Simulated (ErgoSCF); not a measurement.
# HCl (hydrogen chloride): PBE with 10 % exact exchange/def2-TZVPD

What is the energy difference between two shapes of HCl (hydrogen chloride) at PBE with 10 % exact exchange/def2-TZVPD? 

Program for the calculation: ErgoSCF 3.8.

5 further runs of the same task are left out: 5 set aside as unsound or not needed.

### Step 1. The structure to begin with

HCl has 2 atoms, charge 0, and is taken as a singlet. As SMILES, `Cl`. The coordinates come from a PBE0-D4/def2-TZVP relaxation.

Bond lengths: Cl1–H2 1.279 Å.

### Step 2. A single-point energy at PBE with 10 % exact exchange/def2-TZVPD

File molecule.xyz:

```xyz
2
ClH
Cl     0.546000    -0.178500     0.280800
H     -0.546000     0.178500    -0.280800
```

File ergo.in:

```
set_nthreads(1)
scf.convergence_threshold = 1e-06
scf.output_mulliken_pop = 1
scf.max_number_of_iterations = 100
XC.type = "Turbo"
basis = "def2-TZVPD"
tmpdir = "."
molecule "molecule.xyz"
run "Combine hf=0.1 pbex=0.9 pbec=1"
```

The basis set def2-TZVPD is read from a file made from the Basis Set Exchange's data (not shown).

Started as:

```
$ ergo ergo.in
```

The program printed:

```text
[...]
INDF Weighted mixed functional:
[...]
INSC Energy   1 =       -182.21187735175
[...]
INDE PURIFICATION CONVERGED after 31 iterations
[...]
INDE PURIFICATION CONVERGED after 53 iterations
[...]
INDE PURIFICATION CONVERGED after 38 iterations
[...]
INDE PURIFICATION CONVERGED after 38 iterations
[...]
INDE E(LUMO) - E(HOMO) <=          0.32687647462 =          8.89476204811 eV
[...]
INSC Energy  16 =       -460.64310884965  ( diff     -0.000000000019156 )
[...]
RESC CONVERGED after  16 iterations.
RESC FINAL ENERGY:       -460.64310884965
[...]
INSC SCF: dipole_moment_x [atomic units] =      -0.36780561
INSC SCF: dipole_moment_y [atomic units] =       0.12024414
INSC SCF: dipole_moment_z [atomic units] =      -0.18915759
[...]
```

Run time: 18 s. Hardware: 1 thread of Intel Xeon at 2.50GHz (Skylake/Cascade Lake), shared host.

### Step 3. The distorted shape, same level

File geom.xyz:

```xyz
2
ClH
Cl     0.511594    -0.186461     0.270545
H     -0.557756     0.166771    -0.315059
```

File ergo.in:

```
set_nthreads("env")
basis = "def2-TZVPD"
scf.max_number_of_iterations = 100
tmpdir = "."
scf.output_mulliken_pop = 1
XC.type = "Turbo"
scf.convergence_threshold = 1e-06
molecule "geom.xyz"
run "Combine hf=0.1 pbex=0.9 pbec=1"
```

The basis set def2-TZVPD is read from a file made from the Basis Set Exchange's data (not shown).

Started as:

```
$ ergo ergo.in
```

The program printed:

```text
[...]
INDF Weighted mixed functional:
[...]
INSC Energy   1 =       -182.24062046620
[...]
INDE PURIFICATION CONVERGED after 31 iterations
[...]
INDE PURIFICATION CONVERGED after 54 iterations
[...]
INDE PURIFICATION CONVERGED after 38 iterations
[...]
INDE PURIFICATION CONVERGED after 38 iterations
[...]
INDE E(LUMO) - E(HOMO) <=          0.34596266686 =          9.41412379957 eV
[...]
INSC Energy  16 =       -460.64298039142  ( diff     -0.000000000016826 )
[...]
RESC CONVERGED after  16 iterations.
RESC FINAL ENERGY:       -460.64298039142
[...]
INSC SCF: dipole_moment_x [atomic units] =      -0.35978520
INSC SCF: dipole_moment_y [atomic units] =       0.11884573
INSC SCF: dipole_moment_z [atomic units] =      -0.19702793
[...]
```

Run time: 19 s. Hardware: 1 thread of Intel Xeon at 2.50GHz (Skylake/Cascade Lake), shared host.

### Step 4. Results

At PBE with 10 % exact exchange/def2-TZVPD:

```
                              quantity          value
             first shape: total energy  -460.64311 Eh
            first shape: dipole moment         1.09 D
         distorted shape: total energy  -460.64298 Eh
        distorted shape: dipole moment         1.09 D
energy change with the atoms displaced       0.003 eV
```

What this shows: With the atoms displaced the energy rises by 0.00 eV (0.1 kcal/mol). The first shape isn't relaxed at this level, so the change isn't measured from a minimum.
